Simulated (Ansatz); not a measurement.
A made-up structure of CH$_{4}$BCl, singlet:

```xyz
7
angstrom
B 0.4349 -0.0984 0.4255
C -0.6988 0.0105 -0.6244
Cl 1.4440 1.4329 0.7366
H -1.2748 -0.8625 -0.7969
H -0.9062 0.9026 -1.1580
H 1.1598 -0.9369 0.1189
H -0.0032 -0.4379 1.4331
```

It is relaxed with PBE-D4/def2-SVP and then PBE0-D4/def2-TZVP (Ansatz 0.2.0). Atoms count as bonded within 1.22 times the sum of their covalent radii (H–H: 0.88 Å). The end point is not checked to be a true minimum.

**Question.** Does its bonding change? (Judge from chemistry; the calculation decides.)

**Answer.** The calculation gives: No: no bond forms or breaks.

Where it ends: The first stage lowers the energy by 0.65 eV in 15 steps. It ends as CH₄BCl ([CH2][BH2][Cl]):
| atom | x (Å) | y (Å) | z (Å) |
| --- | --- | --- | --- |
| B1 | 0.4087 | 0.2299 | 0.2768 |
| C2 | -0.6729 | 0.0828 | -0.6338 |
| Cl3 | 1.5443 | 1.4623 | 0.8162 |
| H4 | -1.1927 | -0.8648 | -0.7328 |
| H5 | -1.0492 | 0.8730 | -1.2754 |
| H6 | 0.8450 | -1.0101 | 0.5218 |
| H7 | 0.2724 | -0.7628 | 1.1621 |

Labels in which every atom is bracketed show which atoms are joined, not bond orders.

For scale, one of the runs: PBE0-D4/def2-TZVP relaxation, 123 basis functions, launched by `ansatz run in.yaml --threads 2 --pin off --events-out ev --progress --plain --max-ram 4352MiB`. Hardware: 2 CPU threads of an Arm Neoverse V1, shared host. Wall time about 17 s.
